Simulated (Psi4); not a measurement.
# [PO2]+ (SMILES O=[P+]=O): levels of theory compared

We compute a comparison of 3 runs (HF/3-21G, HF/def2-SVP, CCSD/6-311+G**) of [PO2]+. 

The results are computed with Psi4 1.11.

3 further runs of the same task are left out: 3 set aside as unsound or not needed.

### Step 1. Starting point

[PO2]+ has 3 atoms, charge +1, and is taken as a singlet. SMILES: `O=[P+]=O`. The shape is that of a GFN2-xTB optimisation.

Bond lengths: O1–P2 1.407 Å, P2–O3 1.408 Å. Angles: O1–P2–O3 179.9°.

### Step 2. The energy at HF/3-21G (run 1)

Contents of o2p.json:

```json
{
 "schema_name": "qcschema_input",
 "schema_version": 1,
 "molecule": {
  "schema_name": "qcschema_molecule",
  "schema_version": 2,
  "symbols": ["O", "P", "O"],
  "geometry": [1.49721111, 1.93867003, 1.03591007, 0.00043464, -0.00039684, 0.00064251, -1.49764575, -1.93827319, -1.03655257],
  "molecular_charge": 1,
  "molecular_multiplicity": 1,
  "fix_symmetry": "c1",
  "fix_com": true,
  "fix_orientation": true
 },
 "driver": "energy",
 "model": {
  "method": "scf",
  "basis": "3-21G"
 },
 "keywords": {
  "reference": "rhf",
  "puream": true,
  "e_convergence": 1e-09,
  "d_convergence": 1e-08,
  "scf_type": "pk",
  "scf_properties": ["MAYER_INDICES", "LOWDIN_CHARGES", "WIBERG_LOWDIN_INDICES"]
 }
}
```

On the command line:

```sh
$ psi4 --qcschema o2p.json -n 1 --memory 1600MB
```

stdout:

```text
[...]
  Running in c1 symmetry.
[...]
  Nuclear repulsion =  102.269077002923126
[...]
  Multiplicity = 1
[...]
  Nalpha       = 15
  Nbeta        = 15
[...]
    Number of basis functions: 31
[...]
   @RHF iter   1:  -487.18368051571633    2.10906e-01   1.77254e-02 DIIS/ADIIS
[...]
   @RHF iter  12:  -487.35757598458696   -1.70530e-12   2.25153e-09 DIIS
[...]
    Orbital Energies [Eh]
    ---------------------
    Doubly Occupied:
       1A    -79.936532     2A    -20.870743     3A    -20.869480
       4A     -8.009695     5A     -5.901984     6A     -5.889412
       7A     -5.889412     8A     -1.793531     9A     -1.743063
      10A     -1.047069    11A     -0.957563    12A     -0.957563
      13A     -0.917937    14A     -0.833794    15A     -0.833794
[...]
  @RHF Final Energy:  -487.35757598458696
   => Energetics <=
    Nuclear Repulsion Energy =            102.2690770029231260
    One-Electron Energy =                -866.3501665031665198
    Two-Electron Energy =                 276.7235135156564070
    Total Energy =                       -487.3575759845869584
[...]
 Multipole Moments:
 ------------------------------------------------------------------------------------
     Multipole            Electronic (a.u.)      Nuclear  (a.u.)        Total (a.u.)
 ------------------------------------------------------------------------------------
 L = 1.  Multiply by 2.5417464519 to convert [e a0] to [Debye]
 Dipole X            :         -0.0022672            0.0030425            0.0007753
 Dipole Y            :          0.0018706           -0.0027779           -0.0009073
 Dipole Z            :         -0.0032806            0.0044976            0.0012171
 Magnitude           :                                                    0.0017045
[...]
```

The result, in JSON:

```text
{
 "driver": "energy",
 "model": {
  "method": "scf",
  "basis": "3-21G"
 },
 "success": true,
 "return_result": -487.35757598458696,
 "properties": {
  "calcinfo_nbasis": 31,
  "calcinfo_nmo": 31,
  "calcinfo_nalpha": 15,
  "calcinfo_nbeta": 15,
  "calcinfo_natom": 3,
  "nuclear_repulsion_energy": 102.26907700292313,
  "return_energy": -487.35757598458696,
  "scf_one_electron_energy": -866.3501665031665,
  "scf_two_electron_energy": 276.7235135156564,
  "scf_dipole_moment": [0.0007752601067905762, -0.0009072623416377136, 0.0012170588003430245],
  "scf_total_energy": -487.35757598458696,
  "scf_iterations": 12
 }
}
```

It took 1.9 s on 1 thread of Intel Xeon 6975P-C (Granite Rapids), shared host; peak memory 0.18 GiB.

### Step 3. Energy and gradient at HF/def2-SVP (run 2)

Contents of job.dat:

```
memory 1.6 GB

molecule molecule1 {
  1 1
  O      0.792290     1.025900     0.548180
  P      0.000230    -0.000210     0.000340
  O     -0.792520    -1.025690    -0.548520
  units angstrom
  symmetry c1
}

set basis def2-SVP
set puream true
set e_convergence 1e-09
set d_convergence 1e-08
set scf_type pk

result, w = gradient("hf", return_wfn=True)
oeprop(w, "MULLIKEN_CHARGES", "DIPOLE", "WIBERG_LOWDIN_INDICES", title="HF")
```

On the command line:

```sh
$ psi4 -i job.dat -o job.out -n 1
```

job.out:

```text
[...]
  Running in c1 symmetry.
[...]
  Nuclear repulsion =  102.269076955648416
[...]
  Multiplicity = 1
[...]
  Nalpha       = 15
  Nbeta        = 15
[...]
    Number of basis functions: 46
[...]
   @RHF iter   1:  -489.63850064917625    9.44530e-02   1.30072e-02 DIIS/ADIIS
[...]
   @RHF iter  11:  -489.80659510191026   -6.25278e-13   4.60967e-09 DIIS
[...]
  @RHF Final Energy:  -489.80659510191026
   => Energetics <=
    Nuclear Repulsion Energy =            102.2690769556484156
    One-Electron Energy =                -869.7978882590211924
    Two-Electron Energy =                 277.7222162014625155
    Total Energy =                       -489.8065951019102613
[...]
  -Total Gradient:
     Atom            X                  Y                   Z
    ------   -----------------  -----------------  -----------------
       1       -0.004047790872     0.004649214901     0.000000000001
       2       -0.000454675730     0.000349922182     0.000000000000
       3        0.004502466602    -0.004999137084    -0.000000000001
[...]
 Multipole Moments:
 ------------------------------------------------------------------------------------
     Multipole            Electronic (a.u.)      Nuclear  (a.u.)        Total (a.u.)
 ------------------------------------------------------------------------------------
 L = 1.  Multiply by 2.5417464519 to convert [e a0] to [Debye]
 Dipole X            :         -0.0017863            0.0002887           -0.0014976
 Dipole Y            :         -0.0009756            0.0001527           -0.0008229
 Dipole Z            :          0.0000000            0.0000000            0.0000000
 Magnitude           :                                                    0.0017088
[...]
```

Run time: 2.1 s. Hardware: 1 thread of Intel Xeon 6975P-C (Granite Rapids), shared host; peak memory 0.2 GiB.

### Step 4. The energy at CCSD/6-311+G(d,p) (run 3)

o2p.json, as its differences from that of step 2:

```diff
@@ -10,5 +10,3 @@
   "molecular_multiplicity": 1,
-  "fix_symmetry": "c1",
-  "fix_com": true,
-  "fix_orientation": true
+  "fix_symmetry": "c1"
  },
@@ -16,4 +14,4 @@
  "model": {
-  "method": "scf",
-  "basis": "3-21G"
+  "method": "ccsd",
+  "basis": "6-311+G**"
  },
@@ -25,3 +23,3 @@
   "scf_type": "pk",
-  "scf_properties": ["MAYER_INDICES", "LOWDIN_CHARGES", "WIBERG_LOWDIN_INDICES"]
+  "num_frozen_docc": 7
  }
```

On the command line:

```sh
$ psi4 --qcschema o2p.json -n 1 --memory 1600MB
```

stdout:

```text
[...]
  Running in c1 symmetry.
[...]
  Nuclear repulsion =  102.269077002923140
[...]
  Multiplicity = 1
[...]
  Nalpha       = 15
  Nbeta        = 15
[...]
    Number of basis functions: 74
[...]
   @RHF iter   1:  -489.91437821588056    3.24377e-02   8.52826e-03 DIIS/ADIIS
[...]
   @RHF iter  11:  -490.08536839698428   -1.13687e-12   4.30894e-09 DIIS
[...]
  @RHF Final Energy:  -490.08536839698428
   => Energetics <=
    Nuclear Repulsion Energy =            102.2690770029231402
    One-Electron Energy =                -870.3094066500741519
    Two-Electron Energy =                 277.9549612501667184
    Total Energy =                       -490.0853683969842791
[...]
 Multipole Moments:
 ------------------------------------------------------------------------------------
     Multipole            Electronic (a.u.)      Nuclear  (a.u.)        Total (a.u.)
 ------------------------------------------------------------------------------------
 L = 1.  Multiply by 2.5417464519 to convert [e a0] to [Debye]
 Dipole X            :         -0.0017601            0.0002887           -0.0014714
 Dipole Y            :         -0.0009481            0.0001527           -0.0007954
 Dipole Z            :          0.0000000            0.0000000            0.0000000
 Magnitude           :                                                    0.0016727
[...]
      * MP2 total energy                      = -490.614070857404954
[...]
      * CCSD total energy                     = -490.600333652348297
[...]
```

The result, in JSON:

```text
{
 "driver": "energy",
 "model": {
  "method": "ccsd",
  "basis": "6-311+G**"
 },
 "success": true,
 "return_result": -490.6003336523483,
 "properties": {
  "calcinfo_nbasis": 74,
  "calcinfo_nmo": 74,
  "calcinfo_nalpha": 15,
  "calcinfo_nbeta": 15,
  "calcinfo_natom": 3,
  "nuclear_repulsion_energy": 102.26907700292314,
  "return_energy": -490.6003336523483,
  "scf_one_electron_energy": -870.3094066500742,
  "scf_two_electron_energy": 277.9549612501667,
  "scf_dipole_moment": [-0.0014714326191093141, -0.0007954127768997621, 9.099906830511333e-15],
  "scf_total_energy": -490.0853683969843,
  "scf_iterations": 11,
  "mp2_same_spin_correlation_energy": -0.14573796705225,
  "mp2_opposite_spin_correlation_energy": -0.38296449336818456,
  "mp2_singles_energy": -1.031655492082173e-26,
  "mp2_doubles_energy": -0.5287024604204346,
  "mp2_correlation_energy": -0.5287024604204346,
  "mp2_total_energy": -490.61407085740495,
  "ccsd_same_spin_correlation_energy": -0.1185356234455544,
  "ccsd_opposite_spin_correlation_energy": -0.3964296319182599,
  "ccsd_singles_energy": 0.0,
  "ccsd_doubles_energy": -0.5149652553638143,
  "ccsd_correlation_energy": -0.5149652553638143,
  "ccsd_total_energy": -490.6003336523483,
  "ccsd_iterations": 18
 }
}
```

Run time: 11 s. Hardware: 1 thread of Intel Xeon 6975P-C (Granite Rapids), shared host; peak memory 0.39 GiB.

### Step 5. The series

```tsv
run	level	task	frozen core orbitals	energy (Eh)	HOMO energy (eV)	LUMO energy (eV)	HOMO–LUMO gap (eV)	wall time
1	HF/3-21G	energy	0	-487.357576	-22.69	-7.90	14.79	1.9 s
2	HF/def2-SVP	gradient	0	-489.806595	-23.70	-8.20	15.49	2.1 s
3	CCSD/6-311+G**	energy	7	-490.600334	-23.64	-8.48	15.16	11 s
```

### Step 6. What came out

```
                                          quantity          value
                               run 3: total energy  -490.60033 Eh
        run 3: HOMO energy (Hartree–Fock orbitals)      -23.64 eV
        run 3: LUMO energy (Hartree–Fock orbitals)       -8.48 eV
      run 3: HOMO–LUMO gap (Hartree–Fock orbitals)       15.16 eV
run 3: correlation energy (7 core orbitals frozen)     -515.0 mEh
                              run 3: T1 diagnostic          0.026
```

All runs together took 15 s, the longest 11 s.
